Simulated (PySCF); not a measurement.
These 2 structures share the formula C4H6O. Theory: PySCF 2.14.0, PBE0-D3(BJ)/def2-SVP geometry optimisation, gas phase. One conformer each; no zero-point energy, no entropy. No frequencies were run at this level. Point groups hold within 0.08 Å.

Problem. Order them by energy at this level, lowest first, and give relative energies in kcal/mol.
A. `[CH2:1]=[CH:2][O:3][CH:4]=[CH2:5]` with C1–C2–O3–C4 180°, C2–O3–C4–C5 180° (vinyl ether)
B. `[CH2:1]=[C:2]=[CH:3][O:4][CH3:5]` with C2–C3–O4–C5 -161°

Solution. A (0.0), B (18.4).

As drawn, the higher has cumulated double bonds, which the lower lacks.

| SMILES | E (Eh) | E rel (kcal/mol) | dipole (D) | point group | A, B, C (MHz) |
| --- | --- | --- | --- | --- | --- |
| C=COC=C | -230.76041 | 0.0 | 1.34 | C2v | 35205, 2518, 2350 |
| C=C=COC | -230.73107 | 18.4 | 1.53 | C1 | 34719, 2290, 2230 |

Problem. How do the relative energies change in single points at PBE0/pcSseg-1 (no added dispersion term) on the same geometries?

Solution. 
| SMILES | PBE0-D3(BJ)/def2-SVP (kcal/mol) | PBE0/pcSseg-1 (kcal/mol) | shift |
| --- | --- | --- | --- |
| C=COC=C | 0.0 | 0.0 | 0.0 |
| C=C=COC | 18.4 | 18.0 | -0.4 |

Each column counts from its own lowest isomer. The order is unchanged; the largest shift is 0.4 kcal/mol.
